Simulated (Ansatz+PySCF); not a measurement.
A calculation with PySCF 2.14.0.

```python
from pyscf import gto, scf, mp

mol = gto.M(atom="""
F 0.000000 -0.101470 -1.836950
C 0.000000 0.497750 -0.667260
C 0.000000 0.010050 0.497600
H 0.000000 0.661310 1.359660
H 0.000000 -1.067630 0.646960
""", basis='cc-pvtz', charge=0, spin=1)
mf = scf.UHF(mol)
mf.kernel()
pt = mp.MP2(mf, frozen=3).run()
print(mf.e_tot, pt.e_corr, pt.e_tot)
```

The script is written out from the run's settings.

Output:

```json
{
 "Converged": "yes",
 "Reference energy": "-176.30355 hartree",
 "Correlation energy": "-0.52991 hartree",
 "Total energy": "-176.83346 hartree",
 "Spin squared of the determinant": "0.862"
}
```

Caution: the unrestricted determinant is spin contaminated.
